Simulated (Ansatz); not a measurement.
## NH⁻, quartet: reading a ladder of total energies

Geometry: that of the NH⁻, doublet, kept fixed. The doublet lies 0.9 eV lower here.

```yaml
atoms:
  - { symbol: N, position_ang: [0.0000, 0.0000, 0.0000] }
  - { symbol: H, position_ang: [0.0000, 0.0000, 1.0366] }
```

Basis aug-cc-pVTZ; Ansatz 0.2.0. Only valence electrons are correlated (noble-gas cores frozen), which leaves 7 electrons in 68 orbitals. Prefix R: restricted or restricted open-shell reference; prefix U: unrestricted. This anion state lies near or above the neutral species, so the extra electron is weakly bound or unbound and the energies hang on the diffuse functions.

Full CI isn't at hand for all of this; UCCSDT(Q) serves as the reference, and is uncertain by about the last step of the cluster series.

Runs differ by some tens of microhartree through their thresholds and, for an open shell, their frozen cores, so steps under 0.03 kcal/mol mean nothing.

```json
{"level": "UHF", "total energy (hartree)": "-54.953695"}
{"level": "UMP2", "total energy (hartree)": "-55.096580"}
{"level": "UCCSD", "total energy (hartree)": "-55.115970"}
{"level": "UCCSD(T)", "total energy (hartree)": "-55.120639"}
{"level": "UCCSDT", "total energy (hartree)": "-55.121223"}
{"level": "UCCSDT(Q)", "total energy (hartree)": "-55.121360"}
```

Problem. What is the correlation energy at UCCSDT(Q), and what share of it do UMP2 and UCCSD recover?

Solution. E(corr) = -55.121360 − (-54.953695) = -0.167665 hartree = -4.562 eV. UMP2: -0.142885 / -0.167665 = 85.22 %. UCCSD: -0.162275 / -0.167665 = 96.79 %.

Problem. By how many kcal/mol does UCCSD(T) miss UCCSDT(Q) (1 hartree = 627.509 kcal/mol), and which steps make up the rest?

Solution. -55.120639 − (-55.121360) = 0.000721 hartree = 0.45 kcal/mol. Steps: UCCSDT − UCCSD(T) = -0.37, UCCSDT(Q) − UCCSDT = -0.09 kcal/mol. That is within 1 kcal/mol of the reference in this basis, which itself misses far more of the correlation at the basis-set limit.
